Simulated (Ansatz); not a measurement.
# Molecular dynamics, step by step

Si$_{2}$H$_{6}$F (charge -1), singlet, PBE0-D4/def2-SVPD (Ansatz 0.2.0). Settings (timestep in fs, temperature in K; T counts 21 degrees of freedom):

```yaml
hamiltonian: {xc: pbe0, dispersion: d4}
md: {n_steps: 60, timestep: 0.25, temperature: 300, ensemble: nve, seed: 162, initial_velocities: maxwell_boltzmann}
```

Start:

F1  (-0.589, -0.167, -2.065)
Si2  (0.108, 1.097, 0.606)
Si3  (-0.113, -0.925, -0.586)
H4  (1.497, 1.221, 1.170)
H5  (-0.151, 2.457, 0.001)
H6  (-0.772, 1.081, 1.826)
H7  (0.334, -1.526, 0.822)
H8  (1.094, -1.541, -1.251)
H9  (-1.408, -1.697, -0.524)
(Å)

```csv
step,time (fs),potential energy less the start (meV),kinetic energy (meV),T (K)
0,0.00,0.0,271.4,300
4,1.00,5.7,265.7,294
8,2.00,30.1,241.4,267
12,3.00,66.3,205.2,227
16,4.00,104.6,167.0,185
20,5.00,136.5,135.1,149
24,6.00,157.1,114.4,126
28,7.00,166.4,105.1,116
32,8.00,167.5,104.0,115
36,9.00,164.9,106.6,118
40,10.00,161.5,110.0,122
44,11.00,156.7,114.8,127
48,12.00,146.5,125.0,138
52,13.00,126.9,144.6,160
56,14.00,98.6,172.9,191
60,15.00,68.9,202.6,224
```

Step 20, positions (Å) and forces (eV/Å):

```csv
atom,x,y,z,Fx,Fy,Fz
F1,-0.598,-0.152,-2.068,0.006,-0.076,-0.340
Si2,0.111,1.098,0.608,0.362,0.007,0.293
Si3,-0.115,-0.938,-0.588,0.688,-0.363,0.901
H4,1.527,1.393,1.162,-0.487,-0.459,0.015
H5,-0.072,2.433,-0.049,-0.370,0.219,-0.129
H6,-0.849,1.062,1.807,0.344,0.156,-0.248
H7,0.343,-1.575,0.817,-0.206,0.053,0.076
H8,1.227,-1.522,-1.113,-0.678,0.270,-0.347
H9,-1.442,-1.716,-0.498,0.341,0.194,-0.221
```

Step 44, positions (Å) and forces (eV/Å):

```
atom       x       y       z      Fx      Fy      Fz
  F1  -0.607  -0.134  -2.078   0.161  -0.260  -0.004
 Si2   0.118   1.099   0.612  -0.206   0.413  -1.011
 Si3  -0.111  -0.957  -0.581   0.394   0.725   0.984
  H4   1.453   1.466   1.170   0.323  -0.372   0.354
  H5  -0.084   2.440  -0.132  -0.282  -0.398   0.201
  H6  -0.859   1.086   1.738  -0.103   0.178   0.333
  H7   0.297  -1.618   0.834  -0.123   0.050   0.031
  H8   1.216  -1.438  -1.065   0.066  -0.156  -0.666
  H9  -1.409  -1.698  -0.532  -0.230  -0.180  -0.221
```

Step 56, positions (Å) and forces (eV/Å):

```json
{"atom": "F1", "x": "-0.611", "y": "-0.127", "z": "-2.083", "Fx": "0.193", "Fy": "-0.225", "Fz": "0.134"}
{"atom": "Si2", "x": "0.121", "y": "1.102", "z": "0.610", "Fx": "-0.492", "Fy": "0.189", "Fz": "-0.961"}
{"atom": "Si3", "x": "-0.107", "y": "-0.965", "z": "-0.573", "Fx": "0.028", "Fy": "0.898", "Fz": "0.808"}
{"atom": "H4", "x": "1.432", "y": "1.450", "z": "1.210", "Fx": "0.467", "Fy": "-0.233", "Fz": "0.317"}
{"atom": "H5", "x": "-0.130", "y": "2.404", "z": "-0.155", "Fx": "-0.121", "Fy": "-0.212", "Fz": "0.140"}
{"atom": "H6", "x": "-0.864", "y": "1.121", "z": "1.730", "Fx": "-0.144", "Fy": "0.103", "Fz": "0.337"}
{"atom": "H7", "x": "0.255", "y": "-1.633", "z": "0.848", "Fx": "0.027", "Fy": "0.008", "Fz": "-0.102"}
{"atom": "H8", "x": "1.194", "y": "-1.402", "z": "-1.120", "Fx": "0.332", "Fy": "-0.307", "Fz": "-0.516"}
{"atom": "H9", "x": "-1.404", "y": "-1.701", "z": "-0.578", "Fx": "-0.290", "Fy": "-0.220", "Fz": "-0.156"}
```

Last step (60):

F1  (-0.613, -0.125, -2.085)
Si2  (0.122, 1.103, 0.609)
Si3  (-0.106, -0.966, -0.570)
H4  (1.434, 1.439, 1.230)
H5  (-0.148, 2.387, -0.159)
H6  (-0.868, 1.135, 1.734)
H7  (0.241, -1.638, 0.851)
H8  (1.192, -1.396, -1.149)
H9  (-1.409, -1.707, -0.597)
(Å)

The run took about 85 s on 4 CPU threads of an Arm Neoverse V1 (shared host).
